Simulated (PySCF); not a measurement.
chloromethane (CH₃Cl), SMILES CCl.

Geometry: B3LYP-D3(BJ)/def2-TZVP.

Calculation: TDDFT-CAM-B3LYP/def2-TZVPD (PySCF).

Vertical excitations; the highest root listed may be one member of a degenerate set.  State labels are in the subgroup Cs.

Computed lowest excited states:
```tsv
state	symmetry	energy (eV)	λ (nm)	f	main pairs
S1	A"	7.07	175	0.003	HOMO−1→LUMO, HOMO−1→LUMO+1, HOMO−1→LUMO+7 (degenerate set)
S2	A'	7.07	175	0.003	HOMO→LUMO, HOMO→LUMO+1, HOMO→LUMO+7 (degenerate set)
S3	A"	7.82	159	0.021	HOMO−1→LUMO+1, HOMO−1→LUMO (degenerate set)
S4	A'	7.82	159	0.021	HOMO→LUMO+1, HOMO→LUMO (degenerate set)
S5	A"	8.84	140	0.002	HOMO→LUMO+2, HOMO−1→LUMO+3 (degenerate set)
S6	A'	8.84	140	0.002	HOMO−1→LUMO+2, HOMO→LUMO+3 (degenerate set)
S7	A"	8.89	139	0.000	HOMO−1→LUMO+3 49 %, HOMO→LUMO+2 49 %
S8	A'	8.96	138	0.106	HOMO→LUMO+3 49 %, HOMO−1→LUMO+2 49 %
S9	A"	9.32	133	0.019	HOMO−1→LUMO+4, HOMO−1→LUMO+7, HOMO−1→LUMO+1 (degenerate set)
S10	A'	9.32	133	0.019	HOMO→LUMO+4, HOMO→LUMO+7, HOMO→LUMO+1 (degenerate set)
T1	A"	6.38	194	0	HOMO−1→LUMO, HOMO−1→LUMO+1, HOMO−1→LUMO+7, HOMO−1→LUMO+4 (degenerate set)
T2	A'	6.38	194	0	HOMO→LUMO, HOMO→LUMO+1, HOMO→LUMO+7, HOMO→LUMO+4 (degenerate set)
T3	A"	7.67	162	0	HOMO−1→LUMO+1, HOMO−1→LUMO (degenerate set)
T4	A'	7.67	162	0	HOMO→LUMO+1, HOMO→LUMO (degenerate set)
```
Triplets are in the Tamm–Dancoff approximation, which puts them higher than full response would, so one can lie above its singlet here.
